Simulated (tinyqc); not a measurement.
Orbital energy against energy difference: ionisation energy by orbital energies and by energy differences in the 6-31g* basis, for H2O, spin multiplicity 1. Computed by the program tinyqc with PySCF. The cation is unrestricted; errors are against CCSD(T) in this basis, not against experiment.

Geometry (angstrom):

| atom | x | y | z |
|---|---|---|---|
| O | 0.0000 | 0.0000 | 0.0000 |
| H | 0.0000 | 0.7030 | 0.5820 |
| H | 0.0000 | -0.7030 | 0.5820 |

CCSD(T) difference in the same basis = 12.2316 eV

IP-EOM-CCSD = 12.0562 eV

First vertical ionisation energy (eV):

| method | -e(HOMO) | E(cation) - E | error of -e(HOMO) | error of the difference |
|---|---|---|---|---|
| HF | 13.673 | 11.08290 | 1.441 | -1.149 |
| PBE | 6.317 | 12.57835 | -5.915 | 0.347 |
| B3LYP | 8.047 | 12.62566 | -4.184 | 0.394 |
| PBE0 | 8.419 | 12.50819 | -3.813 | 0.277 |
| CAM-B3LYP | 9.943 | 12.62189 | -2.288 | 0.390 |
| LC-wPBE | 11.406 | 12.66653 | -0.826 | 0.435 |

Estimate the missing row, method = LDA.

Computed row:
```
method  -e(HOMO)  E(cation) - E  error of -e(HOMO)  error of the difference
LDA        6.412       12.92839             -5.819                    0.697
```

Koopmans errs by +1.44 eV and Delta-HF by -1.15 eV: relaxation, 2.59 eV, lowers the value and the missing correlation difference works against it. The PBE level is off by -5.9 eV through the wrong tail of its potential, though its energy difference is off by +0.35 eV; exact exchange deepens the level, and among the orbital energies LC-wPBE comes closest; among the differences PBE0 does.
